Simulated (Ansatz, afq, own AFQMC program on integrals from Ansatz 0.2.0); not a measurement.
## Where AFQMC and coupled cluster stand for NH$_{3}$⁺, doublet

```xyz
4

N    -0.0238   -0.0003    0.0000
H     1.4030    0.0188   -0.0001
H    -0.5478    0.8796   -0.0028
H    -0.5239   -0.8940    0.0028
```

Basis 6-31G. Only valence electrons are correlated. AFQMC by an in-house program on the Cholesky factors that Ansatz 0.2.0 writes for its CCSD(T) run. The CISD trial takes its coefficients from CCSD amplitudes. Released means that phaseless walkers are propagated on without the constraint, phases kept. ± is one standard error of the sampling.

Determinant: UHF, the one that the program's search chose, which needn't be the lowest solution. The geometry is a point of a scan.

Full CI on the same integrals is exact in this basis and with this determinant's frozen core.

Cautions: the ph-AFQMC/CISD walk drifts between its halves (2.1 errors).

The T1 diagnostic is 0.0205, the weight of the determinant in the CISD state is 0.937 and the ⟨S²⟩ of the determinant is 0.795. The size of the correlated space is 7 electrons in 14 orbitals.

Reference: full CI, correlation energy -3.158 eV. The released energy is read at 2.40 1/Eh (meV from the phaseless value at times in 1/Eh: -1.1 ± 1.7 at 0.24, -0.5 ± 1.3 at 0.51, -1.0 ± 1.2 at 0.99, -1.1 ± 1.0 at 1.62, 0.6 ± 1.2 at 2.40).

```tsv
level	E − E(reference) (kJ/mol)	share of correlation (%)
HF	304.7	0.00
MP2	58.2	80.89
CCSD	4.8	98.41
CCSD(T)	1.4	99.54
CCSDT	0.7	99.78
CCSDT(Q)	0.0	99.99
CCSDTQ	0.0	99.99
ph-AFQMC/CISD	0.1 ± 0.2	99.98
released AFQMC	0.1 ± 0.1	99.96
```

CCSDT and higher add their correlation energy to the determinant of the CCSD(T) run, since their own runs factorise the integrals more tightly (a shift of under 2 meV). A walk keeps the symmetry of its determinant, which the program's search chose and which needn't be the lowest solution, so a lower state of the same spin and another symmetry isn't excluded. Released energies are given only where the last usable release times agree within the noise; a slower fall can still hide under it.
